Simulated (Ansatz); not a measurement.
This geometry of CH₂NO (5 atoms, charge -1, multiplicity 1) is a first-order saddle point.

All numbers below come from RKS B3LYP-D4/def2-SVP in Ansatz 0.2.0.

```xyz
5
Properties=species:S:1:pos:R:3
N -0.330 0.380 -0.385
C 0.842 -0.241 -0.129
O 0.555 -0.870 0.998
H -0.456 0.972 -1.212
H -0.611 -0.242 0.729
```

Which two structures does it join? (They come from a converged band through this point; their orientation in space is the band's.)

Bonds broken: N1–H5. Bonds formed: O3–H5.

First end point:

```xyz
5
Properties=species:S:1:pos:R:3
N -0.409 0.120 -0.415
C 0.929 -0.338 -0.056
O 0.935 -0.947 1.027
H -0.400 0.985 -0.958
H -1.055 0.180 0.401
```

Last end point:

```xyz
5
Properties=species:S:1:pos:R:3
N -0.376 0.505 -0.578
C 0.694 -0.124 -0.164
O 0.380 -0.800 1.026
H -0.123 0.991 -1.449
H -0.575 -0.572 1.165
```

How far does it lie above each of them?

125.5 kJ/mol above the first and 95.1 kJ/mol above the second. This is the barrier of this one path; another mechanism may lie lower. The orbitals stay closed-shell, which can raise the energy where a bond breaks towards radicals; this wasn't checked here. Limits of this set-up: an anion without diffuse functions, the dipole of an ion depends on the origin.

Time of the run: 2.5 min on 1 thread of Arm Neoverse V1, with other jobs on the host, peak memory 0.1 GiB.
